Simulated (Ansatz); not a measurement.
Telling isomers of CH4FSi apart by their spectra

These gas-phase data were calculated for one isomer of CH4FSi at BLYP-D3(BJ)/def2-SVP (harmonic, unscaled wavenumbers; equilibrium rotational constants with average atomic masses):

```
rotational constants            : 21.57, 6.583, 5.37 GHz
all wavenumbers above 1500 cm⁻¹ : 3054, 3032, 2945, 2070
```

Candidates:

(1) `FC[SiH2]`, a doublet
(2) `C[SiH]F`, a doublet
(3) `[CH2][SiH2]F`, a doublet

Task: Which structure fits?

Result: Candidate (2). 1 mode lies between 2000 and 2380 cm⁻¹, one for each Si–H bond, while (1) has 2, (3) has 2.

The same quantities for all candidates:

```tsv
	rotational constants (GHz)	wavenumbers above 1500 cm⁻¹	E above the lowest, BLYP-D3(BJ)/def2-SVP (kcal/mol)
(1)	31.04, 5.028, 4.551	2965, 2903, 2144, 2109	50.8
(2)	21.57, 6.583, 5.37	3054, 3032, 2945, 2070	0.0
(3)	20.73, 6.784, 5.56	3144, 3046, 2182, 2155	11.2
```

Harmonic stretches to hydrogen usually lie a few per cent above observed fundamentals. Each candidate is one conformer. Open shells are spin-unrestricted. Programs: Ansatz 0.2.0.
